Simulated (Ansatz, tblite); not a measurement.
Isomers of Li2H (doublet), found by a short tight-binding search and relaxed with PBE-D4/def2-TZVP in Ansatz.

The xTB rows come from tblite. Correlated methods freeze no core orbitals; core or outer-core shells of Li are correlated, in sets that lack core-valence functions. In CCSD on the charge 0 doublet the largest single amplitude is 0.61, so its Hartree–Fock determinant may place the open shell otherwise than the density functionals do.

Run but left out: HF/def2-TZVPP, MP2/def2-TZVPP (B: a determinant that CCSD turns far, T1 0.166).

B: At PBE-D4/def2-TZVP, r2SCAN-D4/def2-TZVP, B97M-V/def2-TZVP the gap within one spin of the charge 0 doublet nearly closes, so an electron or hole may be smeared out by delocalisation error. At CCSD(T)/def2-TZVPP T1 of the charge 0 doublet is large (up to 0.166), so the single-reference result is doubtful.

Other spin states were run for one of them alone.

A:

```xyz
3

Li    0.7438    1.1279    0.0443
Li   -1.0422   -0.6736   -0.5334
H     0.2984   -0.4543    0.4891
```

B:

```
atom   x (Å)   y (Å)   z (Å)
 Li1  -1.046  -1.247   0.453
 Li2   1.045   1.248  -0.454
  H3   0.001   0.000   0.002
```

Task: Estimate which lies lowest at each level, and how far above it the others are (eV).

Result: 
```json
{"level": "GFN1-xTB", "A": "0.00", "B": "0.73"}
{"level": "GFN2-xTB", "A": "0.00", "B": "0.70"}
{"level": "PBE-D4/def2-TZVP", "A": "0.00", "B": "0.11"}
{"level": "r2SCAN-D4/def2-TZVP", "A": "0.00", "B": "0.17"}
{"level": "B97M-V/def2-TZVP", "A": "0.03", "B": "0.00"}
{"level": "PBE0-D4/def2-TZVP", "A": "0.00", "B": "0.20"}
{"level": "PBE-QIDH/def2-TZVP", "A": "0.00", "B": "0.31"}
{"level": "CCSD/def2-TZVPP", "A": "0.00", "B": "0.38"}
{"level": "CCSD(T)/def2-TZVPP", "A": "0.00", "B": "0.38"}
```
Point groups (tolerance 0.1 Å): A C2v, B D∞h. Lower isomers may exist.
